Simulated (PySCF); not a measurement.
Which functional comes closest?

Molecule: SMILES CCCC(C)=O, C5H10O.

Molfile (atoms numbered from 1):
```
C5H10O
     RDKit          3D

 16 15  0  0  0  0  0  0  0  0999 V2000
   -2.3953    0.2757    0.5882 C   0  0  0  0  0  0  0  0  0  0  0  0
   -1.2528   -0.4270   -0.1254 C   0  0  0  0  0  0  0  0  0  0  0  0
    0.0986    0.2083    0.1445 C   0  0  0  0  0  0  0  0  0  0  0  0
    1.2541   -0.4891   -0.5424 C   0  0  0  0  0  0  0  0  0  0  0  0
    2.6227    0.1179   -0.3449 C   0  0  0  0  0  0  0  0  0  0  0  0
    1.0897   -1.4823   -1.2097 O   0  0  0  0  0  0  0  0  0  0  0  0
   -2.4733    1.3322    0.2837 H   0  0  0  0  0  0  0  0  0  0  0  0
   -3.3609   -0.2038    0.3683 H   0  0  0  0  0  0  0  0  0  0  0  0
   -2.2594    0.2593    1.6819 H   0  0  0  0  0  0  0  0  0  0  0  0
   -1.4286   -0.4379   -1.2133 H   0  0  0  0  0  0  0  0  0  0  0  0
   -1.2098   -1.4882    0.1677 H   0  0  0  0  0  0  0  0  0  0  0  0
    0.3175    0.2314    1.2289 H   0  0  0  0  0  0  0  0  0  0  0  0
    0.1097    1.2710   -0.1618 H   0  0  0  0  0  0  0  0  0  0  0  0
    2.8815    0.1406    0.7257 H   0  0  0  0  0  0  0  0  0  0  0  0
    3.3703   -0.4689   -0.8927 H   0  0  0  0  0  0  0  0  0  0  0  0
    2.6361    1.1609   -0.6987 H   0  0  0  0  0  0  0  0  0  0  0  0
  1  2  1  0
  2  3  1  0
  3  4  1  0
  4  5  1  0
  4  6  2  0
  1  7  1  0
  1  8  1  0
  1  9  1  0
  2 10  1  0
  2 11  1  0
  3 12  1  0
  3 13  1  0
  5 14  1  0
  5 15  1  0
  5 16  1  0
M  END
```

Geometry PBE0-D3(BJ)/def2-SVP throughout; GIAO in PySCF 2.14, gas phase, one conformer, non-relativistic; equivalent atoms averaged; basis pcSseg-1.

Reference values (measured; solution, not stated per compound (mostly CDCl3 or CCl4); Pretsch, Buehlmann, Badertscher, Structure Determination of Organic Compounds, 4th ed. (2009)): δ(C3) = 45.2 ppm, δ(C2) = 17.5 ppm, δ(C1) = 13.5 ppm, δ(H12/H13) = 2.40 ppm, δ(H10/H11) = 1.60 ppm, δ(H7/H8/H9) = 0.93 ppm. Computed shifts are taken against TMS, calculated as an isolated molecule at each level.

How do the functionals HF, LDA, PBE, BLYP, BP86, OPBE, KT2, KT3, B97-D, B3LYP, PBE0, mPW1PW91, WP04, B97-2, BHandHLYP, CAM-B3LYP, wB97X-D, LC-wPBE perform against the reference? Times are CPU seconds on shared hosts with different chips, so compare them loosely.

Results:


```tsv
functional	kind	C3	C2	C1	H12/H13	H10/H11	H7/H8/H9	mean abs. error C	mean abs. error H	core-s
HF	Hartree–Fock	41.2	16.7	15.0	1.77	1.44	0.97	2.1	0.28	3.9
LDA	LDA	51.3	18.8	13.7	2.30	1.40	0.89	2.5	0.11	12
PBE	GGA	48.6	20.5	15.5	2.22	1.41	0.92	2.8	0.13	14
BLYP	GGA	49.1	22.0	16.4	2.20	1.44	0.96	3.8	0.13	14
BP86	GGA	48.5	20.3	15.6	2.21	1.41	0.93	2.7	0.13	14
OPBE	GGA	45.6	19.8	15.6	2.21	1.43	0.91	1.6	0.13	14
KT2	GGA	46.3	20.3	15.4	2.13	1.41	0.93	1.9	0.15	42
KT3	GGA	45.2	21.4	16.3	2.12	1.44	0.94	2.2	0.15	31
B97-D	GGA	46.9	21.2	16.3	2.19	1.45	0.96	2.7	0.13	30
B3LYP	global hybrid	47.7	20.4	15.8	2.09	1.43	0.95	2.6	0.17	24
PBE0	global hybrid	46.7	18.8	15.1	2.08	1.40	0.92	1.5	0.18	13
mPW1PW91	global hybrid	46.5	18.8	15.2	2.07	1.40	0.92	1.4	0.18	24
WP04	global hybrid	46.4	21.5	16.7	2.02	1.44	0.90	2.8	0.19	12
B97-2	global hybrid	45.8	19.4	15.6	2.07	1.42	0.93	1.5	0.17	11
BHandHLYP	global hybrid	45.4	18.7	15.3	1.95	1.43	0.95	1.1	0.21	11
CAM-B3LYP	range-separated hybrid	47.2	18.9	14.9	2.04	1.41	0.94	1.6	0.19	15
wB97X-D	range-separated hybrid	46.4	18.3	15.1	2.03	1.38	0.91	1.2	0.20	16
LC-wPBE	range-separated hybrid	45.4	16.6	14.1	1.99	1.34	0.89	0.6	0.24	22
```

For 13C the closest is LC-wPBE (0.6 ppm) and the furthest BLYP (3.8 ppm).

For 1H the closest is LDA (0.11 ppm, with PBE, BP86, OPBE, BLYP, B97-D practically level) and the furthest HF (0.28 ppm). One molecule is a small sample, and vibrational and solvent effects are absent from the calculation.
